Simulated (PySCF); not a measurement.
Level of theory: PBE-D3(BJ)/def2-TZVP // r2SCAN-D4/def2-TZVP (PySCF). All species are isolated molecules in the gas phase. Excitations are Tamm–Dancoff values on a coarser integration grid. The basis has no diffuse functions, so Rydberg states are missing or too high.

Reference species (SMILES): `C1=CC1` (neutral, multiplicity 1).

```
Item                    Value
-------------------  --------
HOMO–LUMO gap         5.12 eV
HOMO                 -6.09 eV
S1 excitation (TDA)   6.34 eV
```

Changed species: `C=C=C`.

Q: What does the change do to the HOMO–LUMO gap, HOMO and S1 excitation (TDA)?

A: the HOMO–LUMO gap increases by 0.72 eV, to 5.84 eV; the HOMO falls by 0.46 eV, to -6.55 eV; the S1 excitation (TDA) decreases by 0.50 eV, to 5.84 eV.
